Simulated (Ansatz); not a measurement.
**Molecular dynamics of CH$_{4}$BF**

Input:

```yaml
crystal:
  periodic: [false, false, false]
  atoms:
    - { symbol: B, position_ang: [0.020651, -0.011256, -0.0117] }
    - { symbol: F, position_ang: [-0.052674, 0.322609, 1.281585] }
    - { symbol: C, position_ang: [1.387996, 0.011197, -0.768206] }
    - { symbol: H, position_ang: [1.594057, -0.999418, -1.185914] }
    - { symbol: H, position_ang: [1.311542, 0.675623, -1.65713] }
    - { symbol: H, position_ang: [2.249001, 0.32929, -0.148852] }
    - { symbol: H, position_ang: [-1.035973, -0.328145, -0.540582] }
basis:
  gaussian: { orbitals: def2-SVP }
hamiltonian:
  xc: pbe
md:
  timestep: 0.25
  n_steps: 100
  ensemble: nvt_langevin
  temperature: 200.0
  initial_velocities: maxwell_boltzmann
  seed: 897124
  friction: 0.005
```

Run as:

```bash
$ ansatz run input.yaml --threads 1 --pin off --max-ram 2048MiB --backend cpu --events-out ev --progress --plain --runs-dir out
```

It starts from a relaxed structure.

Output, in part (one step line in 2, the closing report, with atoms numbered from 0):

```
md step     0: t =     0.00 fs  T =   171.4 K  F+E_penalty+E_count = -4488.01547269 eV  E_kin = 0.155112 eV  (24 SCF iters)
md step     2: t =     0.50 fs  T =   166.2 K  F+E_penalty+E_count = -4488.01360581 eV  E_kin = 0.150394 eV  (21 SCF iters)
md step     4: t =     1.00 fs  T =   167.7 K  F+E_penalty+E_count = -4488.00842908 eV  E_kin = 0.151740 eV  (21 SCF iters)
md step     6: t =     1.50 fs  T =   161.2 K  F+E_penalty+E_count = -4488.00146318 eV  E_kin = 0.145826 eV  (20 SCF iters)
md step     8: t =     2.00 fs  T =   154.8 K  F+E_penalty+E_count = -4487.99426788 eV  E_kin = 0.140039 eV  (21 SCF iters)
md step    10: t =     2.50 fs  T =   150.9 K  F+E_penalty+E_count = -4487.98846389 eV  E_kin = 0.136536 eV  (20 SCF iters)
md step    12: t =     3.00 fs  T =   139.7 K  F+E_penalty+E_count = -4487.98511395 eV  E_kin = 0.126385 eV  (21 SCF iters)
md step    14: t =     3.50 fs  T =   140.7 K  F+E_penalty+E_count = -4487.98430107 eV  E_kin = 0.127318 eV  (21 SCF iters)
md step    16: t =     4.00 fs  T =   138.4 K  F+E_penalty+E_count = -4487.98417112 eV  E_kin = 0.125226 eV  (22 SCF iters)
md step    18: t =     4.50 fs  T =   141.8 K  F+E_penalty+E_count = -4487.98358040 eV  E_kin = 0.128330 eV  (21 SCF iters)
md step    20: t =     5.00 fs  T =   147.2 K  F+E_penalty+E_count = -4487.98146719 eV  E_kin = 0.133228 eV  (22 SCF iters)
md step    22: t =     5.50 fs  T =   147.9 K  F+E_penalty+E_count = -4487.97777331 eV  E_kin = 0.133814 eV  (25 SCF iters)
md step    24: t =     6.00 fs  T =   154.3 K  F+E_penalty+E_count = -4487.97225054 eV  E_kin = 0.139645 eV  (21 SCF iters)
md step    26: t =     6.50 fs  T =   147.2 K  F+E_penalty+E_count = -4487.96470847 eV  E_kin = 0.133211 eV  (21 SCF iters)
md step    28: t =     7.00 fs  T =   134.5 K  F+E_penalty+E_count = -4487.95644036 eV  E_kin = 0.121682 eV  (21 SCF iters)
md step    30: t =     7.50 fs  T =   130.5 K  F+E_penalty+E_count = -4487.95010393 eV  E_kin = 0.118108 eV  (21 SCF iters)
md step    32: t =     8.00 fs  T =   133.2 K  F+E_penalty+E_count = -4487.94689581 eV  E_kin = 0.120556 eV  (21 SCF iters)
md step    34: t =     8.50 fs  T =   131.4 K  F+E_penalty+E_count = -4487.94747573 eV  E_kin = 0.118892 eV  (21 SCF iters)
md step    36: t =     9.00 fs  T =   138.4 K  F+E_penalty+E_count = -4487.95185158 eV  E_kin = 0.125201 eV  (21 SCF iters)
md step    38: t =     9.50 fs  T =   158.0 K  F+E_penalty+E_count = -4487.95876379 eV  E_kin = 0.142959 eV  (21 SCF iters)
md step    40: t =    10.00 fs  T =   164.1 K  F+E_penalty+E_count = -4487.96514119 eV  E_kin = 0.148523 eV  (20 SCF iters)
md step    42: t =    10.50 fs  T =   162.5 K  F+E_penalty+E_count = -4487.96898743 eV  E_kin = 0.147003 eV  (20 SCF iters)
md step    44: t =    11.00 fs  T =   169.8 K  F+E_penalty+E_count = -4487.96921185 eV  E_kin = 0.153634 eV  (21 SCF iters)
md step    46: t =    11.50 fs  T =   160.0 K  F+E_penalty+E_count = -4487.96582061 eV  E_kin = 0.144785 eV  (25 SCF iters)
md step    48: t =    12.00 fs  T =   160.8 K  F+E_penalty+E_count = -4487.95984006 eV  E_kin = 0.145459 eV  (21 SCF iters)
md step    50: t =    12.50 fs  T =   146.9 K  F+E_penalty+E_count = -4487.95355348 eV  E_kin = 0.132920 eV  (22 SCF iters)
md step    52: t =    13.00 fs  T =   144.1 K  F+E_penalty+E_count = -4487.94816544 eV  E_kin = 0.130396 eV  (21 SCF iters)
md step    54: t =    13.50 fs  T =   155.2 K  F+E_penalty+E_count = -4487.94491367 eV  E_kin = 0.140447 eV  (21 SCF iters)
md step    56: t =    14.00 fs  T =   156.2 K  F+E_penalty+E_count = -4487.94389659 eV  E_kin = 0.141321 eV  (20 SCF iters)
md step    58: t =    14.50 fs  T =   160.0 K  F+E_penalty+E_count = -4487.94530146 eV  E_kin = 0.144786 eV  (21 SCF iters)
md step    60: t =    15.00 fs  T =   163.4 K  F+E_penalty+E_count = -4487.94802577 eV  E_kin = 0.147866 eV  (21 SCF iters)
md step    62: t =    15.50 fs  T =   167.2 K  F+E_penalty+E_count = -4487.95207414 eV  E_kin = 0.151281 eV  (21 SCF iters)
md step    64: t =    16.00 fs  T =   180.0 K  F+E_penalty+E_count = -4487.95628745 eV  E_kin = 0.162888 eV  (20 SCF iters)
md step    66: t =    16.50 fs  T =   189.6 K  F+E_penalty+E_count = -4487.95949697 eV  E_kin = 0.171568 eV  (21 SCF iters)
md step    68: t =    17.00 fs  T =   184.9 K  F+E_penalty+E_count = -4487.96000728 eV  E_kin = 0.167333 eV  (21 SCF iters)
md step    70: t =    17.50 fs  T =   182.5 K  F+E_penalty+E_count = -4487.95718856 eV  E_kin = 0.165114 eV  (21 SCF iters)
md step    72: t =    18.00 fs  T =   173.1 K  F+E_penalty+E_count = -4487.95218694 eV  E_kin = 0.156664 eV  (21 SCF iters)
md step    74: t =    18.50 fs  T =   174.7 K  F+E_penalty+E_count = -4487.94713985 eV  E_kin = 0.158097 eV  (21 SCF iters)
md step    76: t =    19.00 fs  T =   179.5 K  F+E_penalty+E_count = -4487.94410691 eV  E_kin = 0.162439 eV  (21 SCF iters)
md step    78: t =    19.50 fs  T =   195.4 K  F+E_penalty+E_count = -4487.94513982 eV  E_kin = 0.176833 eV  (21 SCF iters)
md step    80: t =    20.00 fs  T =   195.3 K  F+E_penalty+E_count = -4487.95090231 eV  E_kin = 0.176753 eV  (21 SCF iters)
md step    82: t =    20.50 fs  T =   211.6 K  F+E_penalty+E_count = -4487.96085026 eV  E_kin = 0.191455 eV  (21 SCF iters)
md step    84: t =    21.00 fs  T =   230.2 K  F+E_penalty+E_count = -4487.97201968 eV  E_kin = 0.208293 eV  (21 SCF iters)
md step    86: t =    21.50 fs  T =   234.9 K  F+E_penalty+E_count = -4487.98186175 eV  E_kin = 0.212552 eV  (21 SCF iters)
md step    88: t =    22.00 fs  T =   238.0 K  F+E_penalty+E_count = -4487.98866540 eV  E_kin = 0.215361 eV  (20 SCF iters)
md step    90: t =    22.50 fs  T =   248.4 K  F+E_penalty+E_count = -4487.99104100 eV  E_kin = 0.224796 eV  (21 SCF iters)
md step    92: t =    23.00 fs  T =   244.7 K  F+E_penalty+E_count = -4487.98877907 eV  E_kin = 0.221431 eV  (21 SCF iters)
md step    94: t =    23.50 fs  T =   237.7 K  F+E_penalty+E_count = -4487.98358849 eV  E_kin = 0.215068 eV  (21 SCF iters)
md step    96: t =    24.00 fs  T =   221.9 K  F+E_penalty+E_count = -4487.97711926 eV  E_kin = 0.200817 eV  (22 SCF iters)
md step    98: t =    24.50 fs  T =   220.4 K  F+E_penalty+E_count = -4487.97075691 eV  E_kin = 0.199388 eV  (22 SCF iters)
md step   100: t =    25.00 fs  T =   216.1 K  F+E_penalty+E_count = -4487.96685487 eV  E_kin = 0.195516 eV  (26 SCF iters)
Total energy: -4487.96688320 eV, -164.9297409045 hartree
Atom 0 at     0.068915    -0.158310     0.059446 Å, force     0.279896     0.242525    -0.324093 eV/Å
Atom 1 at    -0.077201     0.344916     1.282615 Å, force    -0.148624    -0.005478     0.279229 eV/Å
Atom 2 at     1.368157     0.167591    -0.752269 Å, force    -0.377076     0.274051    -1.036480 eV/Å
Atom 3 at     1.845367    -0.782358    -1.056148 Å, force     0.005060    -0.246588    -0.205520 eV/Å
Atom 4 at     1.129720     0.714729    -1.743881 Å, force     0.240750    -0.574944     1.133683 eV/Å
Atom 5 at     2.125779     0.716983    -0.180611 Å, force     0.145738     0.408240     0.135398 eV/Å
Atom 6 at    -0.835601    -0.845501    -0.372744 Å, force    -0.145745    -0.097806     0.017783 eV/Å
Dipole moment:     0.142022    -0.025802    -0.189606 e Å
```

The run went to its last step. A run of 0.025 ps of so small a system gives no equilibrium averages.

The same pairs are bonded in the first frame and the last. Pairs count as bonded within 1.25 times the sum of covalent radii (0.12 Å more for H–H).

Last frame:

```xyz
7
Properties=species:S:1:pos:R:3
B 0.069 -0.158 0.059
F -0.077 0.345 1.283
C 1.368 0.168 -0.752
H 1.845 -0.782 -1.056
H 1.130 0.715 -1.744
H 2.126 0.717 -0.181
H -0.836 -0.846 -0.373
```

Time of the run: 87 s on 1 thread of Arm Neoverse V2 (shared host), peak memory 0.095 GiB.
